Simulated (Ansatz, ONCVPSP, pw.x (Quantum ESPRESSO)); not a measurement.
# molybdenum: does the ONCV potential hold in the solid?

* Element: Mo (Z = 42)
* Generator: ONCVPSP 4.0.1.1 (patched build)
* Type: optimised norm-conserving Vanderbilt (ONCV)
* Functional: LDA (Perdew-Wang 92)
* Relativity: scalar-relativistic
* Frozen core: [Ar] 3d10
* Valence charge: 14
* Reference configuration: 4s2 4p6 4d5 5s1
* Partial waves: 4s+5s: rc 1.45 bohr, ncon 4, nbas 8, qcut 8.6 1/bohr, 2 projectors; 4p: rc 1.65 bohr, ncon 4, nbas 8, qcut 7.3 1/bohr, 2 projectors, debl 2.1 Ha; 4d: rc 1.75 bohr, ncon 3, nbas 6, qcut 5.5 1/bohr, 2 projectors, debl 3.7 Ha
* Local potential: polynomial inside 1.35 bohr (lpopt 5, dvloc0 3 Ha)
* Core correction: polynomial model core, fcfact 0.6

Atomic tests: cutoffs needed: 27 Ha and 43 Ha (the cutoffs (Ha) at which the residual kinetic energy of the hardest occupied pseudo-wave falls to 1 and 0.1 mHa per electron); ghost test: no bound ghost flagged; GHOST(+) flagged for s at 441.0 eV; largest excitation error: +5.3 meV (all-electron minus pseudo) for 4s2 4p6 4d3 5s0, out of 4 test configurations.

Crystal test: bcc Mo in pw.x 7.5, no spin, 15³ k-points, Fermi–Dirac smearing 0.01 Ry, cutoffs 100/400 Ry. The reference is all-electron LAPW (Ansatz 0.2.0) with the same functional, mesh and smearing; V0 and B0 come from Birch–Murnaghan fits to the pressures at five volumes. Errors are pseudo minus all-electron; Δ is the rms difference of the E(V) curves that follow from these fits, minima aligned, over ±6 % about the mean V0. Mesh and smearing are coarse, so the numbers serve the comparison and aren't converged zero-temperature values; the lattice is a test structure that the element need not adopt.

All-electron: a0 = 3.113 Å (V0 = 15.08 Å³/atom), B0 = 291.6 GPa.

Task: How far does the potential miss the all-electron equation of state?

Result: mean pressure error (GPa): -0.27; a0 (Å): 3.112; a0 error (%): -0.03; B0 error (%): +1.0; Δ (meV/atom): 0.9.

```json
{"V (Å³/atom)": "14.314", "P all-electron (GPa)": "16.92", "P pseudo (GPa)": "16.74"}
{"V (Å³/atom)": "14.690", "P all-electron (GPa)": "8.05", "P pseudo (GPa)": "7.82"}
{"V (Å³/atom)": "15.067", "P all-electron (GPa)": "0.24", "P pseudo (GPa)": "-0.04"}
{"V (Å³/atom)": "15.444", "P all-electron (GPa)": "-6.63", "P pseudo (GPa)": "-6.95"}
{"V (Å³/atom)": "15.820", "P all-electron (GPa)": "-12.67", "P pseudo (GPa)": "-13.02"}
```

Task: At the middle volume, how do free energy and pressure move when the wave cutoff is lowered (ecutrho kept at four times it)?

Result:

| cutoff (Ry) | shift of F (meV/atom) | shift of P (GPa) |
| --- | --- | --- |
| 45 | +310.2 | -13.77 |
| 60 | +44.2 | -1.34 |
| 80 | +15.0 | -0.79 |

The run at the middle volume (120 k-points, 8 iterations) took about 78 s on one core of a shared host (Neoverse-N1, 64 threads, 124 GiB, load 60).
